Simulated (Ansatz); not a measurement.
Species: BF3, SMILES `FB(F)F` (charge 0, multiplicity 1).

Question: Give a relaxed geometry from PBE0-D3(BJ)/def2-TZVP in Ansatz (a quantum-chemistry and plane-wave program).

Answer: the end point of this relaxation (outside a Z-matrix the atoms follow the SMILES, hydrogens last).
Z-matrix (Å, degrees):
```
B
F 1 1.3111
F 1 1.3111 2 120.00
F 1 1.3111 2 120.00 3 180.00
```
